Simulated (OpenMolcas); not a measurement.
**What C2H7P (dimethylphosphine) costs in OpenMolcas**

C2H7P has 10 atoms, charge 0, and is taken as a singlet. As SMILES, `CPC`. The C1–H6 distance was set to 2.403 Å, away from the relaxed value. At this shape a bond of the SMILES string is far longer than usual.

| atom | x (Å) | y (Å) | z (Å) |
| --- | --- | --- | --- |
| C | 0.0605 | 0.2936 | -1.7153 |
| P | 1.6421 | 0.5828 | -0.8131 |
| C | 1.6502 | -0.8799 | 0.3091 |
| H | -0.0448 | -0.7310 | -2.0778 |
| H | -0.0031 | 0.9797 | -2.5621 |
| H | -1.7735 | 0.7871 | -0.2430 |
| H | 2.5095 | 0.0476 | -1.8045 |
| H | 0.9096 | -0.7241 | 1.0967 |
| H | 2.6278 | -0.9624 | 0.7880 |
| H | 1.4252 | -1.8161 | -0.2056 |

Program: OpenMolcas 26.06. Hardware: 1 thread of Arm Neoverse V1, shared host, so times are rough. Two-electron integrals are exact unless an approximation is named.

Q: Estimate their order by wall time, quickest first.
A. energy at HF/STO-3G
B. energy at BHLYP/6-311+G**, grid UltraFine
C. energy at CCSD(T)/6-311+G** (Cholesky decomposition), 7 core orbitals frozen
D. energy at MP2/6-311+G**, 7 core orbitals frozen

A: A (1.8 s), D (19 s), B (53 s), C (14 min).
